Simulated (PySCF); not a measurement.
Job file and geometry (Å, from GFN2-xTB) of an NMR shielding run on ClH2Si(SH) (SMILES S[SiH2]Cl), GIAO PBE0/pcSseg-1 NMR shielding, non-relativistic, gas phase in PySCF; density fitting, a coarse starting grid and PySCF grid level 2 are the driver's defaults:

```
{"job": {"kind": "nmr", "xc": "PBE0", "basis": "pcSseg-1"}, "charge": 0, "multiplicity": 1}
S      1.524212    -0.450190    -0.551554
Si    -0.534002    -0.198949     0.014033
Cl    -1.035849     1.749533    -0.014327
H      2.012909     0.559628     0.153667
H     -1.261839    -0.950082    -0.988952
H     -0.702307    -0.707950     1.365559
```

Problem. What does the program print?

Solution. 
```
coarse grid: 6736 points
cycle   1  E = -1149.2512845042  dE =  1.657e-01  |g| = 2.862e-01  |ddm| = 2.236e+00
cycle   2  E = -1149.2487991206  dE =  2.485e-03  |g| = 3.181e-01  |ddm| = 7.501e-01
cycle   3  E = -1149.2758488781  dE = -2.705e-02  |g| = 2.169e-02  |ddm| = 3.969e-01
cycle   4  E = -1149.2759511136  dE = -1.022e-04  |g| = 9.081e-03  |ddm| = 3.417e-02
cycle   5  E = -1149.2759768663  dE = -2.575e-05  |g| = 1.466e-03  |ddm| = 1.289e-02
cycle   6  E = -1149.2759773869  dE = -5.206e-07  |g| = 3.469e-04  |ddm| = 1.887e-03
final grid: 51536 points
cycle   7  E = -1149.2935198028  dE = -1.198e-05  |g| = 3.777e-03  |ddm| = 1.326e-02
cycle   8  E = -1149.2935196352  dE =  1.675e-07  |g| = 3.301e-03  |ddm| = 7.630e-03
cycle   9  E = -1149.2935220970  dE = -2.462e-06  |g| = 3.292e-04  |ddm| = 4.444e-03
cycle  10  E = -1149.2935221290  dE = -3.206e-08  |g| = 4.451e-05  |ddm| = 4.864e-04
cycle  11  E = -1149.2935221296  dE = -5.552e-10  |g| = 1.492e-05  |ddm| = 6.263e-05
converged SCF energy = -1149.2935221296

GIAO shielding tensors (ppm)
atom      isotropic    diamagn.    paramagn.     s11        s22        s33       span
  0 S      696.874    1057.256    -360.382    567.745    707.660    815.217    247.472
  1 Si     356.276     877.422    -521.146    298.465    367.399    402.964    104.500
  2 Cl     943.360    1148.447    -205.086    855.011    944.096   1030.973    175.962
  3 H       31.076      30.387       0.690     23.431     28.264     41.534     18.103
  4 H       26.303      27.957      -1.653     22.157     24.532     32.221     10.065
  5 H       25.853      28.074      -2.221     20.882     24.873     31.804     10.922
```

Problem. Turn these shieldings into chemical shifts. References, each an isolated molecule treated in the same way: 33S (σref 503.73) against CS2; 29Si (σref 349.16), 1H (σref 31.72) against TMS; 35Cl (σref 949.78) vs HCl.

Solution. Averaging equivalent atoms: S 0: -193; Si 1: -7.1; Cl 2: 6; H 4/5: 5.64; H 3: 0.64 ppm. 

Size and cost of the density-fitted run: 87 basis functions, 3.8 s wall time on 1 thread of an Arm Neoverse V2, shared host.
